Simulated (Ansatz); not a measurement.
Cartesian coordinates in Å:
```
C 0.380 -0.388 -1.165
C -0.315 0.234 0.038
N -0.822 -0.813 0.905
C 0.723 1.026 0.802
O 0.847 2.217 0.748
H 0.787 0.383 -1.821
H -0.333 -0.985 -1.741
H 1.191 -1.046 -0.842
H -1.075 0.946 -0.312
H -1.467 -0.446 1.593
H -1.310 -1.521 0.372
H 1.394 0.393 1.424
```

Charge 0, multiplicity 1.

**Question.** List the ωB97M-V/def2-TZVPP orbital energies in eV (Ansatz). (An estimate is asked.)

**Answer.** Ansatz gave: Occupied: -526.10, -394.55, -283.76, -282.59, -281.62, -32.21, -28.12, -24.00, -21.21, -18.69, -16.91, -16.18, -15.57, -14.92, -13.97, -13.37, -13.17, -12.64, -10.09, -9.60. Lowest empty: 1.57, 2.30, 3.52, 3.87, 3.97, 4.53, 4.81, 5.17.
